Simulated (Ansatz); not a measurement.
Rock-salt BaS, treated with RPBE (Ansatz, an electronic-structure program, plane waves, PAW).

Settings: plane-wave cutoff 520 eV, 10×10×10 k mesh, Fermi–Dirac smearing 0.01 eV, scalar-relativistic PAW data made under PBE.

Equation-of-state points:

```json
[
 {"V (Å³/atom)": "32.436", "E − E_lowest (meV/atom)": "16.03"},
 {"V (Å³/atom)": "33.126", "E − E_lowest (meV/atom)": "6.85"},
 {"V (Å³/atom)": "33.816", "E − E_lowest (meV/atom)": "1.64"},
 {"V (Å³/atom)": "34.507", "E − E_lowest (meV/atom)": "0.00"},
 {"V (Å³/atom)": "35.197", "E − E_lowest (meV/atom)": "1.55"},
 {"V (Å³/atom)": "35.887", "E − E_lowest (meV/atom)": "5.97"},
 {"V (Å³/atom)": "36.577", "E − E_lowest (meV/atom)": "12.96"}
]
```

What bulk modulus B0 and pressure derivative B′ does a third-order Birch–Murnaghan fit give?

V0 = 34.504 Å³/atom, B0 = 37.1 GPa, B′ = 4.4 (fit to the energies at full precision).

Measured, for comparison: equilibrium volume per atom 32.60 Å³/atom (room temperature, not corrected to a static lattice; as tabulated in Lucero et al. (2012), arXiv:1111.4515). Computed (rounded) less measured: equilibrium volume per atom +5.8 %.

Spin–orbit coupling is not included.

The computed numbers hold no vibrational or temperature effects.

Cost on a shared machine: about 30 core-seconds (a rough figure).
